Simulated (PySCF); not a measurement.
nitrogen (N2), SMILES N#N. Atoms are numbered in the order given.

```xyz
2

N      0.0000     0.0000    -0.5447
N      0.0000     0.0000     0.5447
```

Geometry: PBE0-D3(BJ)/def2-TZVPD.

The numbers are results of SMD-ωB97X/def2-SVP (PySCF), not measurements.

Solvation free energies are E(SMD) − E(gas) at the gas-phase geometry, for 1 M in both phases. In vacuum the dipole moment is 0.00 D.

Rank water, dichloromethane, chlorobenzene by solvation free energy, most negative first.

water (-0.4 kcal/mol), dichloromethane (3.1 kcal/mol), chlorobenzene (3.5 kcal/mol)
